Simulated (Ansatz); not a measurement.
The input, for Ansatz 0.2.0:

```yaml
crystal:
  periodic: [false, false, false]
  atoms:
    - {symbol: Si, position_ang: [0.000000, 0.000000, 1.966655]}
    - {symbol: B, position_ang: [0.000000, 0.000000, -0.390345]}
    - {symbol: H, position_ang: [0.000000, 0.000000, -1.576311]}
basis:
  gaussian: {orbitals: 6-31G}
magnetization: {spin_polarized: false}
correlation: {method: ccsdtq, electrons: outside_noble_gas}
```

```sh
$ ansatz run in.yaml --threads 1 --pin off --events-out ev --progress --plain --max-ram 2393MiB
```

Output:

```
490 factors; integrals over basis functions are off by at most 1.0e-7 eV
mean field evaluation 1: about -8542.6486 eV, gradient 9.5e0 eV
mean field evaluation 2: about -8542.6481 eV, gradient 9.5e0 eV
mean field evaluation 4: about -8543.2195 eV, gradient 1.8e0 eV
mean field evaluation 8: about -8543.2383 eV, gradient 1.2e-4 eV
mean field evaluation 16: about -8543.2381 eV, gradient 1.3e-1 eV
mean field evaluation 32: about -8543.2383 eV, gradient 1.1e-4 eV
mean field evaluation 64: about -8543.2383 eV, gradient 1.6e-6 eV
mean field evaluation 96: about -8543.2394 eV, gradient 1.3e-1 eV
mean field -8543.23825957 eV, -313.9582152244 hartree, gradient 1.6e-6 eV, S^2 0.000000; 5 other end points of the search recorded, 0 dependent functions left out; unrestricted orbitals would lower it
6 core orbitals not correlated: weight in the atoms' cores, before any rotation towards them, 1.000 or more for the frozen orbitals, at most 0.000 for the correlated occupied ones
reference -8543.23825957 eV, -313.9582152244 hartree; 4, 4 occupied and 14, 14 virtual orbitals, 490 factors
second order -2.53259900 eV of doubles, -0.00000000 eV of singles
cycle   1  -2.97583013 eV  change   -4.4e-1 eV  update   1.4e-1
cycle   2  -3.35635366 eV  change   -3.8e-1 eV  update   7.1e-2
...
cycle  26  -3.72587189 eV  change   -1.8e-5 eV  update   1.4e-5
cycle  27  -3.72588851 eV  change   -1.7e-5 eV  update   8.3e-6
cycle  28  -3.72589376 eV  change   -5.3e-6 eV  update   5.7e-6
cycle  29  -3.72588974 eV  change    4.0e-6 eV  update   4.0e-6
cycle  30  -3.72589039 eV  change   -6.4e-7 eV  update   1.7e-6
cycle  31  -3.72589129 eV  change   -9.1e-7 eV  update   1.3e-6
cycle  32  -3.72589111 eV  change    1.9e-7 eV  update   6.3e-7
cycle  33  -3.72589195 eV  change   -8.4e-7 eV  update   3.8e-7
cycle  34  -3.72589247 eV  change   -5.3e-7 eV  update   2.7e-7
cycle  35  -3.72589211 eV  change    3.6e-7 eV  update   2.1e-7
WARN: these amplitudes may be one of several solutions (largest doubles amplitude 0.93, level shift 0.00 eV)
Total energy: -8546.96415168 eV, -314.0951392339 hartree
```

The T1 diagnostic is 0.056.

For the same geometry and basis full CI lies 5.5 meV lower. By full CI's occupations no single determinant describes the state well. The program flagged this run's energy as in doubt. The determinant fills πx and πy unequally, so it is a mixture of Σ and Δ. RHF is unstable: UHF (⟨S²⟩ = 1.04) lies 0.88 eV below the lowest RHF solution. Higher spins weren't run at this geometry and may lie near or lower.

Ran on 1 thread of Arm Neoverse V2, shared host: 7 s wall, 0.12 GiB peak host memory.
